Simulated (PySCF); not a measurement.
Question: What does the PBE0-D3(BJ)/def2-SVP structure of `O=C1C[CH]OC1` [radical] look like in three dimensions? (Doublet state.)

Answer: 
```
atom  x, y, z in Å
O1     0.0673    2.1438   -0.5502
C2    -0.0037    0.9825   -0.2614
C3     1.1371    0.0343    0.0731
C4     0.4337   -1.2680    0.2055
O5    -0.9209   -1.1077    0.2961
C6    -1.2865    0.1690   -0.1614
H7     1.9065    0.0742   -0.7174
H8     1.6315    0.3935    0.9999
H9     0.8096   -2.1705    0.6877
H10   -2.0009    0.6373    0.5342
H11   -1.7628    0.1169   -1.1581
```

Orientation and origin are arbitrary. Atoms count from 1 in this order. C4 (carbon bonded to C, O and H) has angles 127.0°, 114.2° and 111.8°, sum 353.0°, 0.20 Å off the plane of its three neighbours. The 3 C–C bonds span 1.486 Å (C3–C4, drawn single) to 1.522 Å (C2–C6, drawn single), a spread of 0.036 Å. The C–O distances run from 1.199 Å (O1=C2, drawn double) to 1.405 Å (O5–C6, drawn single), a spread of 0.206 Å. The 5-membered ring C2–C3–C4–O5–C6 has internal angles of 102.2° to 111.8°; it is slightly puckered (a soft mode that the optimisation may not have finished), 0.07 Å rms from its mean plane, widest ring torsion 18°.

Bonds between heavy atoms (Å): O1=C2 1.199, C2–C3 1.521, C3–C4 1.486, C4–O5 1.367, O5–C6 1.405, C2–C6 1.522.

Theory: PBE0-D3(BJ)/def2-SVP geometry optimisation, gas phase in PySCF.

Point group: near Cs, missed by 0.31 Å at most; the miss may be what the optimiser left on a soft mode. No PBE0-D3(BJ)/def2-SVP frequencies stand behind this structure, so it isn't proved a minimum. ⟨S²⟩ = 0.754 (exact for a doublet: 0.75). Torsions: O1–C2–C3–C4 -175°, C2–C3–C4–O5 -14°, C3–C4–O5–C6 18°, C4–O5–C6–C2 -13°.

One conformer stands for the species.
